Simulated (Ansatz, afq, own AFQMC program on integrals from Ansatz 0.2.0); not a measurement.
# Mn, sextet in def2-TZVP, levels against CCSDTQ

A free Mn atom.

Basis def2-TZVP. Noble-gas cores (and the filled d shells of Ga–Kr and In–Xe) are frozen. AFQMC by an in-house program on the Cholesky factors that Ansatz 0.2.0 writes for its CCSD(T) run. The CISD trial takes its coefficients from CCSD amplitudes. Released means that phaseless walkers are propagated on without the constraint, phases kept. Error bars are statistical, one sigma. The metal's outer-core s and p shells are frozen, which shifts wave-function levels against functionals.

Determinant: UHF, the one that the program's search chose, which needn't be the lowest solution.

No full CI on the walks' own integrals is used here; CCSDTQ serves as the reference and is uncertain by about the last step of the cluster series.

Cautions: no relativity below Rb; outer-core shells of the metal frozen; the released energies have errors that jump between times, so the bars are unsure, so no released level is given (meV from the phaseless value at times in 1/Eh: -1.7 ± 1.0 at 0.60, -2.4 ± 1.6 at 1.20, -4.2 ± 1.5 at 2.00, -7.0 ± 1.4 at 3.00, -4.3 ± 1.5 at 4.20), though the last usable value meets CCSDTQ within the noise; the ph-AFQMC/CISD walk drifts between its halves (2.3 errors).

* T1 diagnostic: 0.0214
* weight of the determinant in the CISD state: 0.924
* ⟨S²⟩ of the determinant: 8.770
* size of the correlated space: 7 electrons in 36 orbitals

Reference: CCSDTQ, correlation energy -3.108 eV.

```csv
level,E − E(reference) (kJ/mol),share of correlation (%)
HF,299.9,0.00
MP2,47.9,84.01
CCSD,7.7,97.44
CCSD(T),1.3,99.58
CCSDT,0.2,99.95
CCSDT(Q),0.0,100.00
ph-AFQMC/HF,0.5 ± 1.3,99.82
ph-AFQMC/CISD,0.6 ± 0.1,99.81
```

CCSDT and higher add their correlation energy to the determinant of the CCSD(T) run, since their own runs factorise the integrals more tightly (a shift of under 2 meV). A walk keeps the symmetry of its determinant, which the program's search chose and which needn't be the lowest solution, so a lower state of the same spin and another symmetry isn't excluded.
